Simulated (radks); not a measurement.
# O³⁺ in 1s1.75 2s2 2p1 3d0.25: an all-electron calculation

An exercise on one series of results from a longer session: the logs are not shown, and one member is left open.

The numbers are computed with radks (a radial shooting solver on a logarithmic mesh, Libxc functionals) version 1 (scalar-relativistic Kohn-Sham, LDA (Slater exchange, Perdew-Wang correlation), spin-polarised, spherical densities, point nucleus; open shells are filled with parallel spins first), except any that are marked as measured or tabulated.

### The system

| Quantity | Value |
| --- | --- |
| element | oxygen (Z = 8) |
| charge | +3 |
| electrons | 5 |
| configuration | 1s1.75 2s2 2p1 3d0.25 |

The first run:

The run's settings:

```text
Z 8
configuration 1s1.75 2s2 2p1 3d0.25 3s0 3p0
relativity scalar-relativistic
functional lda,pw
spin polarised
nucleus point
c 137.035999084
```

Run with:

```sh
$ python run_ks.py task.json out
```

This one command runs every case of the session in turn.

One table of the session follows, with a row left open; its other results are not shown here.

It belongs to the step «Radial structure». From the orbitals of this run (lengths in bohr):

```
  level     <r>  outermost maximum (interpolated)  90 % within  nodes
  1s up  0.1979                             0.129        0.354      0
1s down  0.1983                             0.129        0.355      0
  2s up  0.9495                             0.786         1.47      1
2s down  0.9635                             0.795         1.50      1
  2p up  0.8728                             0.666         1.43      0
2p down  0.8924                             0.679         1.47      0
  3s up       ?                                 ?            ?      ?
3s down   2.654                              2.43         3.88      2
  3p up   2.684                              2.45         3.98      1
3p down   2.757                              2.51         4.10      1
  3d up   2.577                              2.16         3.97      0
3d down   2.664                              2.22         4.11      0
```

**Question.** Estimate the row for 3s up.

The run gave: <r>: 2.601; outermost maximum (interpolated): 2.39; 90 % within: 3.80; nodes: 2. In the column «<r>» it lies between 3d up (2.577) and 3s down (2.654).
